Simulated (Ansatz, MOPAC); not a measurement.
Process, species as SMILES: C=C=O -> C#CO

Wanted: isomerisation energy (enthalpy at 298 K), in kcal/mol. Set-up: dispersion terms only where a functional's name holds one; no spin-orbit coupling; 6-311+G** with 5d; non-relativistic. First-principles rows: single points at B3LYP-D3(BJ) geometries (Ansatz, a first-principles code), with unscaled harmonic terms from B3LYP/6-31G* (Ansatz) at its own minima. Semi-empirical rows: MOPAC heats of formation at their own minima for 298 K.

```
species  coefficient  E at B3LYP/6-311+G** (Ansatz), Eh  E at wB97M-V/def2-TZVPD (Ansatz), Eh  H(298 K) - E, kcal/mol  heat of formation at PM3 (MOPAC), kcal/mol
-------  -----------  ---------------------------------  ------------------------------------  ----------------------  ------------------------------------------
C=C=O             -1                         -152.65156                            -152.61187                   22.72                                       -9.23
C#CO              +1                         -152.59255                            -152.55456                   22.74                                       13.96
```

Measured values: Active Thermochemical Tables 1.112 (ions: stationary electron), as tabulated in the package chemicals; they hold spin-orbit and core effects, anharmonicity.  Value to compare with, the measured value: 33.8 kcal/mol. 1 Eh = 627.5095 kcal/mol.

Task: Work the quantity out at each level, and compare with the measured value.

Result: 
- B3LYP/6-311+G**: the sum of coefficient times E is 0.05901 Eh, or 37.03 kcal/mol; the thermal terms add 0.02. Result: 37.0 kcal/mol. Its error against the measured value is 3.2 kcal/mol.
- wB97M-V/def2-TZVPD: the sum of coefficient times E is 0.05731 Eh, or 35.96 kcal/mol; the thermal terms add 0.02. Result: 36.0 kcal/mol. Its error against the measured value is 2.2 kcal/mol.
- PM3: the sum of coefficient times heat of formation is 23.19 kcal/mol; it needs no thermal term. Its error against the measured value is -10.6 kcal/mol.
